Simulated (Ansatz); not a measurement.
**1T (CdI2-type) TaS2 (undistorted form, which takes a superstructure on cooling): interlayer binding energy by level of theory**

No measured value is used here.

```csv
level (code),value (meV/Å²),cell (Å³/atom)
LDA (Ansatz),[?],17.91
PBE (Ansatz),[?],22.42
PBEsol (Ansatz),6.5,18.88
PBE-D3(BJ) (Ansatz),[?],18.51
PBE-D4 (Ansatz),25.0,19.01
rVV10 (Ansatz),29.3,19.93
HSE06-D3(BJ) (Ansatz),54.6,17.92
PBE0-D3(BJ) (Ansatz),43.4,18.51
PBE0-D4 (Ansatz),27.3,18.78
```

### Question
Fill in the missing entries.

### Answer

- LDA (Ansatz, a quantum-chemistry and plane-wave program), value (meV/Å²): 18.9
- PBE (Ansatz), value (meV/Å²): 1.1
- PBE-D3(BJ) (Ansatz), value (meV/Å²): 37.2

Density-functional levels without +SOC have no spin–orbit coupling. LDA: LDA has no dispersion term either, though it tends to give short spacings of layers, chains or molecules. PBE, PBEsol: the cell comes from a level without a dispersion term, which matters for the spacing of layers, chains or molecules. HSE06-D3(BJ), PBE0-D3(BJ), PBE0-D4: exact exchange on metals is sensitive to the k mesh and can open a false gap. HSE06-D3(BJ), PBE0-D3(BJ), PBE0-D4: the run warned that the count of filled bands differs between k points. Values are at the level's own relaxed cell; PBE0-D3(BJ) at the PBE-D3(BJ) cell. Ansatz's density-functional and Hartree–Fock values are scalar-relativistic unless marked +SOC, with PAW data made under PBE.
